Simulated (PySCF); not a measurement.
These are PySCF with CAM-B3LYP-D3(BJ)/def2-TZVP values and carry that method's errors. Gas-phase values, no solvent. Excitations are Tamm–Dancoff values on a coarser integration grid. The basis has no diffuse functions, so Rydberg states are missing or too high.

Reference species (SMILES): `Cl[Si](Cl)(Cl)Cl` (neutral, multiplicity 1).

```
Item                   Result
-------------------  --------
dipole moment          0.00 D
HOMO–LUMO gap        11.47 eV
T1 excitation (TDA)   7.30 eV
S1 excitation (TDA)   7.83 eV
```

After one change: the dipole moment goes up by 1.33 D; the HOMO–LUMO gap decreases by 0.14 eV; the T1 excitation (TDA) falls by 0.13 eV; the S1 excitation (TDA) falls by 0.22 eV.

Question: Which change was made? The new species is one of these.
A) `Cl[SiH2]Cl`
B) `[SiH3]Cl`
C) `Cl[SiH](Cl)Cl`

Answer: B, `[SiH3]Cl`
